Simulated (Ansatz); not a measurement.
# C2H5O+: one structure at several levels

An exercise on one series of results from a longer session: the logs are not shown, and one member is left open.

Computed with Ansatz 0.2.0, Gaussian basis. Level: single points in def2-TZVPP.

Cores are frozen in the correlated methods.

## The starting structure

SMILES `[CH2+]OC`, 8 atoms, charge 1, spin multiplicity 1.

Atoms are counted from 1 here; the program's logs count them from 0.

Bond lengths: C1–O2 1.182 Å, C1–H4 1.256 Å, C1–H5 1.220 Å, O2–C3 1.465 Å, C3–H6 1.056 Å, C3–H7 1.139 Å, C3–H8 1.028 Å. Angles: O2–C1–H4 120.1°, O2–C1–H5 121.0°, H4–C1–H5 118.3°, C1–O2–C3 129.6°, O2–C3–H6 111.1°, O2–C3–H7 102.9°, O2–C3–H8 106.3°, H6–C3–H7 118.7°, H6–C3–H8 109.7°, H7–C3–H8 107.3°.

As a file:

```
atom    x (Å)    y (Å)    z (Å)
  C1  -0.9022   0.4736  -0.7646
  O2  -0.3029  -0.4563  -0.3485
  C3   0.7104  -0.5180   0.7071
  H4  -1.7546   0.3179  -1.6735
  H5  -0.6021   1.6111  -0.4406
  H6   0.3535  -1.0511   1.5456
  H7   1.6258  -0.9137   0.1573
  H8   0.9100   0.4551   0.9734
```

Set-up of the first run:

Contents of run/in.yaml:

```yaml
crystal:
  periodic: [false, false, false]
  atoms:
    - {symbol: C, position_ang: [-0.902200, 0.473600, -0.764600]}
    - {symbol: O, position_ang: [-0.302900, -0.456300, -0.348500]}
    - {symbol: C, position_ang: [0.710400, -0.518000, 0.707100]}
    - {symbol: H, position_ang: [-1.754600, 0.317900, -1.673500]}
    - {symbol: H, position_ang: [-0.602100, 1.611100, -0.440600]}
    - {symbol: H, position_ang: [0.353500, -1.051100, 1.545600]}
    - {symbol: H, position_ang: [1.625800, -0.913700, 0.157300]}
    - {symbol: H, position_ang: [0.910000, 0.455100, 0.973400]}
basis:
  gaussian: {orbitals: def2-TZVPP}
total_charge: 1
correlation: {method: ccsd_t}
output: {forces: true}
```

The command line of these runs was not kept.

Among the steps run: CCSD(T)/def2-TZVPP; PBE0-D4/def2-TZVPP; wB97M-V/def2-TZVPP; r2SCAN-D4/def2-TZVPP; PBE-D4/def2-TZVPP; revPBE-D4/def2-TZVPP; BHLYP-D4/def2-TZVPP.

One table of the session follows, with a row left open; its other results are not shown here.

```
   method  RMS force component (eV/Å)  angle to CCSD(T) forces (°)
  CCSD(T)                       2.279                    reference
  PBE0-D4                       2.093                          4.8
  wB97M-V                       2.128                          3.4
r2SCAN-D4                           ?                            ?
   PBE-D4                       2.211                          4.2
revPBE-D4                       2.261                          4.1
 BHLYP-D4                       2.019                          9.5
```

Q: Estimate the row for r2SCAN-D4 from the others.

**Answer.** RMS force component (eV/Å): 2.132; angle to CCSD(T) forces (°): 2.4. In the column «RMS force component (eV/Å)» it lies between wB97M-V (2.128) and PBE-D4 (2.211).
